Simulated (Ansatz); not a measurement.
1T (CdI2-type) TiS2: PBE at its full settings (plane-wave cutoff 520 eV, 18×18×10 k mesh (along the axes of the cell as run), Fermi–Dirac smearing 0.05 eV, no spin polarisation, scalar-relativistic PAW data made under PBE) and at cheaper ones, in a cell of 3 atoms with Γ-centred meshes.

```json
[
 {"level and setting": "PBE (Ansatz)", "equilibrium lattice constant a (Å)": "3.416", "lattice parameter c (Å)": "6.577", "band gap (eV)": "0.00"},
 {"level and setting": "PBE (300 eV cutoff) (Ansatz)", "equilibrium lattice constant a (Å)": "3.415", "lattice parameter c (Å)": "6.532", "band gap (eV)": "0.00"},
 {"level and setting": "PBE (Γ point alone) (Ansatz)", "equilibrium lattice constant a (Å)": "4.327", "lattice parameter c (Å)": "5.877", "band gap (eV)": "0.29"},
 {"level and setting": "PBE (2×2×2 k mesh) (Ansatz)", "equilibrium lattice constant a (Å)": "3.621", "lattice parameter c (Å)": "7.427", "band gap (eV)": "0.28"},
 {"level and setting": "PBE (4×4×4 k mesh) (Ansatz)", "equilibrium lattice constant a (Å)": "3.412", "lattice parameter c (Å)": "6.473", "band gap (eV)": "0.00"},
 {"level and setting": "PBE (4×4×4 k mesh and 300 eV cutoff) (Ansatz)", "equilibrium lattice constant a (Å)": "3.410", "lattice parameter c (Å)": "6.419", "band gap (eV)": "0.00"},
 {"level and setting": "PBE (6×6×6 k mesh) (Ansatz)", "equilibrium lattice constant a (Å)": "3.412", "lattice parameter c (Å)": "6.554", "band gap (eV)": "0.00"},
 {"level and setting": "PBE (Fermi-Dirac smearing of 0.3 eV) (Ansatz)", "equilibrium lattice constant a (Å)": "3.411", "lattice parameter c (Å)": "6.403", "band gap (eV)": "0.03"}
]
```

Largest shifts from the full settings: lattice constant a +27 % (PBE (Γ point alone)), against a difference of +0.26 % of the full result from the reference 3.407 Å (measured, temperature not stated, not corrected to a static lattice; as tabulated in Chianelli et al. (1975), doi:10.1016/0025-5408(75)90100-2); lattice parameter c +12.9 % (PBE (2×2×2 k mesh)), against a difference of +15.5 % of the full result from the reference 5.695 Å (measured, temperature not stated, no zero-point or thermal correction; as tabulated in Chianelli et al. (1975), doi:10.1016/0025-5408(75)90100-2); band gap +0.29 eV (PBE (Γ point alone)).

Each row is at its own relaxed cell, so a gap follows the cell too.

A gap of zero means that the bands touch or overlap. Density-functional gaps are differences of (generalised) Kohn–Sham levels.

Caveats: the cell comes from a level without a dispersion term, which matters for the spacing of layers, chains or molecules (PBE, PBE (300 eV cutoff), PBE (Γ point alone), PBE (2×2×2 k mesh), PBE (4×4×4 k mesh), PBE (4×4×4 k mesh and 300 eV cutoff) and 2 more); the gap is read on the k mesh or supercell of the run alone and can be too large (PBE (Γ point alone), PBE (2×2×2 k mesh), PBE (Fermi-Dirac smearing of 0.3 eV)). Ansatz's density-functional and Hartree–Fock values are scalar-relativistic unless marked +SOC, with PAW data made under PBE.

Run with cheap settings on purpose, which may leave them unconverged: PBE (2×2×2 k mesh), PBE (300 eV cutoff), PBE (4×4×4 k mesh and 300 eV cutoff), PBE (4×4×4 k mesh), PBE (6×6×6 k mesh), PBE (Fermi-Dirac smearing of 0.3 eV), PBE (Γ point alone).

Ansatz is a first-principles code.
